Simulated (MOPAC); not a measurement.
MOPAC input (MNDO):

```
MNDO PRECISE GNORM=0.05 LET XYZ CHARGE=-1 GEO-OK AUX(PRECISION=9) THREADS=1
HO

O    -0.00000000 1   -0.00000000 1   -0.10780208 1
H     0.00000000 1    0.00000000 1    0.86241660 1
```

From the last part of the output:

```
                                                       MOPAC v23.2.5 Linux

          FINAL HEAT OF FORMATION =         -5.77738 KCAL/MOL =     -24.17255 KJ/MOL

          COSMO AREA              =         39.68 SQUARE ANGSTROMS
          COSMO VOLUME            =         23.14 CUBIC ANGSTROMS

          GRADIENT NORM           =          0.00416          =       0.00295 PER ATOM
          IONIZATION POTENTIAL    =          0.474080 EV
          HOMO LUMO ENERGIES (EV) =         -0.474 16.754
          NO. OF FILLED LEVELS    =          4
          MOLECULAR WEIGHT        =         17.0073         POINT GROUP:  C*v

          MOLECULAR DIMENSIONS (Angstroms)

            Atom       Atom       Distance
            H     2    O     1     0.93853
            H     2    O     1     0.00000
            O     1    H     2     0.00000

          SCF CALCULATIONS        =          7

   ATOM   CHEMICAL          X               Y               Z
  NUMBER   SYMBOL      (ANGSTROMS)     (ANGSTROMS)     (ANGSTROMS)

     1       O          0.00000000  *   0.00000000  *  -0.09195602  *
     2       H          0.00000000  *   0.00000000  *   0.84657054  *

                             CARTESIAN COORDINATES

   1    O        0.000000000     0.000000000    -0.091956024
   2    H        0.000000000     0.000000000     0.846570544

           Empirical Formula: H O  =     2 atoms

      MOLECULAR POINT GROUP   :   C*v

                  EIGENVALUES
 -25.65486  -5.36825  -0.47408  -0.47408  16.75450

              NET ATOMIC CHARGES AND DIPOLE CONTRIBUTIONS

  ATOM NO.   TYPE          CHARGE      No. of ELECS.   s-Pop       p-Pop
    1          O          -0.996868        6.9969     1.92232     5.07455
    2          H          -0.003132        1.0031     1.00313
 DIPOLE           X         Y         Z       TOTAL
 POINT-CHG.     0.000     0.000     0.253     0.253
 HYBRID        -0.000     0.000     0.729     0.729
 SUM           -0.000     0.000     0.982     0.982

          ATOMIC ORBITAL ELECTRON POPULATIONS

     Atom    s        px        py        pz
    1  O   1.92232   2.00000   2.00000   1.07455
    2  H   1.00313

 **********************
 *                    *
 * JOB ENDED NORMALLY *
 *                    *
 **********************

 == MOPAC DONE ==
```

The dipole moment of an ion depends on the origin.
